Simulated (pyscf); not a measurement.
Thermochemistry of product channels of H₂Se + hydroxyl (OH•) on the doublet surface, in kcal/mol, from ωB97M-D3(BJ)/def2-TZVP energies (ideal gas, 1 atm, RRHO with modes under 100 cm⁻¹ raised to 100, one conformer, R ln 2 for rigid chiral ones). PySCF, gas phase, ωB97X-D3(BJ)/def2-SVP geometries.

```json
[
 {"products": "SeH• + water (H₂O)", "ΔE": "-38.7", "ΔH(298 K)": "-35.7", "ΔG(900 K)": "-34.7", "ΔG(1200 K)": "-34.2"},
 {"products": "HO–SeH + H atom (H•)", "ΔE": "___", "ΔH(298 K)": "+16.8", "ΔG(900 K)": "+20.4", "ΔG(1200 K)": "+21.0"},
 {"products": "HO–Se• + hydrogen (H₂)", "ΔE": "-16.3", "ΔH(298 K)": "-15.9", "ΔG(900 K)": "-13.3", "ΔG(1200 K)": "___"}
]
```

Problem. Complete the blanks.

Solution. 
- HO–SeH + H atom (H•), ΔE: +17.7
- HO–Se• + hydrogen (H₂), ΔG(1200 K): -12.6

These are energies of the channels, which say nothing of barriers. Left out: orbital degeneracy and the spin-orbit lowering of OH, SeH, which is large for Br, Se, Te and I. Elements up to Kr have no core potential and no relativistic terms here.
